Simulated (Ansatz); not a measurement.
in.yaml

```yaml
crystal:
  periodic: [false, false, false]
  atoms:
    - {symbol: Sn, position_ang: [0.000046, 0.000005, -0.014048]}
    - {symbol: H, position_ang: [1.617032, 0.013522, 0.556831]}
    - {symbol: H, position_ang: [-0.823095, 1.394937, 0.549273]}
    - {symbol: H, position_ang: [-0.799363, -1.408992, 0.548448]}
basis:
  gaussian: {orbitals: def2-SVP}
total_charge: 1
magnetization: {spin_polarized: false}
correlation: {method: ccsdtq, electrons: outside_noble_gas}
```

```sh
$ ansatz run in.yaml --threads 2 --pin off --events-out ev --progress --plain --max-ram 23808MiB --backend cuda --devices 0, --max-vram 18GiB
```

Output:

```
873 factors; integrals over basis functions are off by at most 1.7e-7 eV
mean field evaluation 1: about -5843.1163 eV, gradient 9.0e0 eV
mean field evaluation 2: about -5843.1210 eV, gradient 9.0e0 eV
mean field evaluation 4: about -5843.4984 eV, gradient 4.8e-1 eV
mean field evaluation 8: about -5843.4987 eV, gradient 1.0e-4 eV
mean field evaluation 16: about -5843.4987 eV, gradient 4.2e-7 eV
mean field -5843.49873071 eV, -214.7446174878 hartree, gradient 4.2e-7 eV, S^2 0.000000; 0 other end points of the search recorded, 0 dependent functions left out
9 core orbitals not correlated: weight in the atoms' cores, before any rotation towards them, 0.999 or more for the frozen orbitals, at most 0.001 for the correlated occupied ones
reference -5843.49873071 eV, -214.7446174878 hartree; 3, 3 occupied and 29, 29 virtual orbitals, 873 factors
second order -2.09874060 eV of doubles, -0.00000000 eV of singles
cycle   1  -2.55864493 eV  change   -4.6e-1 eV  update   6.1e-2
cycle   2  -2.82805555 eV  change   -2.7e-1 eV  update   2.8e-2
cycle   3  -2.83798320 eV  change   -9.9e-3 eV  update   7.4e-3
cycle   4  -2.84310177 eV  change   -5.1e-3 eV  update   3.0e-3
cycle   5  -2.84337183 eV  change   -2.7e-4 eV  update   9.4e-4
cycle   6  -2.84325249 eV  change    1.2e-4 eV  update   2.9e-4
cycle   7  -2.84333935 eV  change   -8.7e-5 eV  update   1.0e-4
cycle   8  -2.84335374 eV  change   -1.4e-5 eV  update   3.0e-5
cycle   9  -2.84333520 eV  change    1.9e-5 eV  update   1.1e-5
cycle  10  -2.84333258 eV  change    2.6e-6 eV  update   4.9e-6
cycle  11  -2.84333152 eV  change    1.1e-6 eV  update   2.1e-6
cycle  12  -2.84333202 eV  change   -5.0e-7 eV  update   7.6e-7
cycle  13  -2.84333207 eV  change   -5.6e-8 eV  update   2.3e-7
Total energy: -5846.34206278 eV, -214.8491080142 hartree
```

For the same geometry and basis full CI lies 0.1 meV higher.

Ran on 2 threads of AMD EPYC 7R13 with a shared H100 80 GB, shared host: 1.6 s wall, 0.82 GiB peak host memory.
